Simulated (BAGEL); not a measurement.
**B3LYP/6-31G(d) (density fitting with qzvpp-jkfit, spherical functions) run of C2H3FO (SMILES FC1CO1)**

What is the energy change on altering one bond length of C2H3FO at B3LYP/6-31G* (density fitting with qzvpp-jkfit, spherical functions)? 

The results are computed with BAGEL 1.2.2.

6 further runs of the same task are left out: 5 that didn't finish, 1 set aside as unsound or not needed.

## 1. The molecule

The species is C2H3FO (7 atoms), meant as a singlet with charge 0. SMILES: `FC1CO1`. The coordinates come from a PBE0-D4/def2-TZVP relaxation.

Bond lengths: F1–C2 1.351 Å, C2–C3 1.449 Å, C2–O4 1.374 Å, C3–O4 1.439 Å, C2–H5 1.087 Å, C3–H6 1.086 Å, C3–H7 1.086 Å. Some angles: F1–C2–C3 118.9°, F1–C2–O4 115.5°, C3–C2–O4 61.2°, C2–C3–O4 56.8°, C2–O4–C3 62.0°, F1–C2–H5 110.6°, C3–C2–H5 124.3°, O4–C2–H5 117.4°, C2–C3–H6 120.8°, C2–C3–H7 118.0°.

## 2. The energy at B3LYP/6-31G(d) (density fitting with qzvpp-jkfit, spherical functions)

job.json

```json
{ "bagel": [

{
  "title": "molecule",
  "basis": "6-31gs.json",
  "df_basis": "qzvpp-jkfit",
  "angstrom": true,
  "geometry": [
    { "atom": "F", "xyz": [      -1.230100,      -1.269700,      -0.057100 ] },
    { "atom": "C", "xyz": [      -0.627800,      -0.077500,      -0.262000 ] },
    { "atom": "C", "xyz": [       0.671400,       0.163600,       0.333400 ] },
    { "atom": "O", "xyz": [       0.484900,      -0.107900,      -1.067700 ] },
    { "atom": "H", "xyz": [      -1.366000,       0.696000,      -0.457000 ] },
    { "atom": "H", "xyz": [       0.995700,       1.172200,       0.572500 ] },
    { "atom": "H", "xyz": [       1.133100,      -0.644700,       0.892200 ] }
  ]
},

{ "title": "ks", "xc_func": "b3lyp" },

{ "title": "print", "file": "orbitals.molden", "orbitals": true }

]}
```

The basis set 6-31G* is read from a file made from the Basis Set Exchange's data (not shown).

Launch:

```sh
$ BAGEL_NUM_THREADS=1 BAGEL job.json > job.out
```

The log of the run:

```text
* using 1 threads per process

  ===============================================================
  ===============================================================

  *** Geometry ***

  { "atom" : "F", "xyz" : [     -2.324552,     -2.399385,     -0.107903 ] },
  { "atom" : "C", "xyz" : [     -1.186370,     -0.146454,     -0.495108 ] },
  { "atom" : "C", "xyz" : [      1.268762,      0.309159,      0.630035 ] },
  { "atom" : "O", "xyz" : [      0.916328,     -0.203901,     -2.017661 ] },
  { "atom" : "H", "xyz" : [     -2.581366,      1.315249,     -0.863605 ] },
  { "atom" : "H", "xyz" : [      1.881600,      2.215137,      1.081868 ] },
  { "atom" : "H", "xyz" : [      2.141249,     -1.218306,      1.686014 ] },

  Number of auxiliary basis functions:      358

  Since a DF basis is specified, we compute 2- and 3-index integrals:
    o Being stored without compression. Storage requirement is 0.011 GB

  Number of basis functions:       62
  Number of electrons      :       32

    * METHOD: MOLECULE                             0.10

  *** Kohn-Sham DFT ***

    * Removing 13065 points whose weight is below 1.00e-10
    * Grid points: 91277

  === Nuclear Repulsion ===
   124.0947693022

       - DIIS with orbital gradients will be used.

  === KS iteration (b3lyp / 6-31gs.json) ===
      0       -226.28862657          0.16484963           0.18
      1       -187.60472570          0.24566990           0.17
      2       -222.43075612          0.21175774           0.17
      3       -248.54389074          0.11117466           0.17
      4       -252.64695778          0.03757243           0.17
      5       -252.74480644          0.03529764           0.17
      6       -252.99352982          0.01033064           0.17
      7       -253.01905818          0.00263679           0.17
      8       -253.01921022          0.00264124           0.17
      9       -253.02097079          0.00053643           0.17
     10       -253.02104202          0.00007862           0.17
     11       -253.02104340          0.00003418           0.17
     12       -253.02104366          0.00000870           0.17
     13       -253.02104366          0.00000656           0.17
     14       -253.02104367          0.00000066           0.17
     15       -253.02104367          0.00000028           0.17
     16       -253.02104367          0.00000010           0.17
     17       -253.02104367          0.00000002           0.17
     18       -253.02104367          0.00000001           0.17
     19       -253.02104367          0.00000000           0.17
    * SCF iteration converged.

    * Permanent dipole moment:
           (   -0.015875,    -0.578534,    -0.585789) a.u.

    * METHOD: KS                                   3.71

    * METHOD: PRINT                                0.01

  ===============================================================
```

Wall time 4.2 s (1 thread of Arm Neoverse V2, shared host); peak memory 0.28 GiB.

## 3. The distorted shape at the same level

calc.json

```json
{ "bagel": [

{
  "title": "molecule",
  "basis": "6-31gs.json",
  "df_basis": "qzvpp-jkfit",
  "angstrom": "true",
  "geometry": [
    { "atom": "F", "xyz": [      -1.711943,      -2.223467,       0.106821 ] },
    { "atom": "C", "xyz": [      -0.627800,      -0.077500,      -0.262000 ] },
    { "atom": "C", "xyz": [       0.671400,       0.163600,       0.333400 ] },
    { "atom": "O", "xyz": [       0.484900,      -0.107900,      -1.067700 ] },
    { "atom": "H", "xyz": [      -1.366000,       0.696000,      -0.457000 ] },
    { "atom": "H", "xyz": [       0.995700,       1.172200,       0.572500 ] },
    { "atom": "H", "xyz": [       1.133100,      -0.644700,       0.892200 ] }
  ]
},

{ "title": "ks", "xc_func": "b3lyp" },

{ "title": "print", "file": "orbitals.molden", "orbitals": "true" }

]}
```

The basis set 6-31G* is read from a file made from the Basis Set Exchange's data (not shown).

Launch:

```sh
$ BAGEL_NUM_THREADS=1 BAGEL calc.json > calc.out
```

The log of the run:

```text
* using 1 threads per process

  ===============================================================
  ===============================================================

  *** Geometry ***

  { "atom" : "F", "xyz" : [     -3.235103,     -4.201744,      0.201862 ] },
  { "atom" : "C", "xyz" : [     -1.186370,     -0.146454,     -0.495108 ] },
  { "atom" : "C", "xyz" : [      1.268762,      0.309159,      0.630035 ] },
  { "atom" : "O", "xyz" : [      0.916328,     -0.203901,     -2.017661 ] },
  { "atom" : "H", "xyz" : [     -2.581366,      1.315249,     -0.863605 ] },
  { "atom" : "H", "xyz" : [      1.881600,      2.215137,      1.081868 ] },
  { "atom" : "H", "xyz" : [      2.141249,     -1.218306,      1.686014 ] },

  Number of auxiliary basis functions:      358

  Since a DF basis is specified, we compute 2- and 3-index integrals:
    o Being stored without compression. Storage requirement is 0.011 GB

  Number of basis functions:       62
  Number of electrons      :       32

    * METHOD: MOLECULE                             0.10

  *** Kohn-Sham DFT ***

    * Removing 11849 points whose weight is below 1.00e-10
    * Grid points: 92493

  === Nuclear Repulsion ===
   104.9369094952

       - DIIS with orbital gradients will be used.

  === KS iteration (b3lyp / 6-31gs.json) ===
      0       -227.98335126          0.16841883           0.19
      1       -199.56107034          0.24163134           0.18
      2       -216.03888405          0.16299786           0.18
      3       -218.52974520          0.16421333           0.18
      4       -246.79460193          0.11488047           0.18
      5       -251.67865127          0.05817666           0.18
      6       -251.95889666          0.05117170           0.18
      7       -252.67939548          0.01907593           0.18
      8       -252.74034408          0.01832382           0.18
      9       -252.30436218          0.03529640           0.18
     10       -252.86007784          0.00452340           0.18
     11       -252.86417542          0.00231650           0.18
     12       -252.86568872          0.00069873           0.18
     13       -252.86580637          0.00041529           0.18
     14       -252.86586022          0.00018566           0.18
     15       -252.86586627          0.00009956           0.18
     16       -252.86586993          0.00000821           0.18
     17       -252.86586995          0.00000278           0.17
     18       -252.86586996          0.00000039           0.17
     19       -252.86586996          0.00000011           0.17
     20       -252.86586996          0.00000011           0.18
     21       -252.86586996          0.00000003           0.17
     22       -252.86586996          0.00000003           0.17
     23       -252.86586996          0.00000001           0.18
    * SCF iteration converged.

    * Permanent dipole moment:
           (   -0.995422,    -1.894236,    -0.320691) a.u.

    * METHOD: KS                                   4.61

    * METHOD: PRINT                                0.01

  ===============================================================
```

It took 5.1 s on 1 thread of Arm Neoverse V2, shared host; peak memory 0.28 GiB.

## 4. Summary of results

At B3LYP/6-31G* (density fitting with qzvpp-jkfit, spherical functions):

| quantity | value |
| --- | --- |
| first shape: total energy | -253.02104 Eh |
| first shape: dipole moment | 2.09 D |
| first shape: HOMO energy | -8.04 eV |
| first shape: LUMO energy | 2.56 eV |
| first shape: HOMO–LUMO gap | 10.60 eV |
| distorted shape: total energy | -252.86587 Eh |
| distorted shape: dipole moment | 5.50 D |
| distorted shape: HOMO energy | -7.40 eV |
| distorted shape: LUMO energy | -3.97 eV |
| distorted shape: HOMO–LUMO gap | 3.43 eV |
| energy change with the F1–C2 bond stretched from 1.351 to 2.432 Å | 4.222 eV |

In words: One bond (distorted shape) is far stretched, which a spin-restricted single reference describes badly; a broken-symmetry solution may lie lower. With the F1–C2 bond stretched from 1.351 to 2.432 Å the energy rises by 4.22 eV (97 kcal/mol). The first shape isn't relaxed at this level, so the change isn't measured from a minimum. A restricted reference can't describe the breaking bond well at this length.
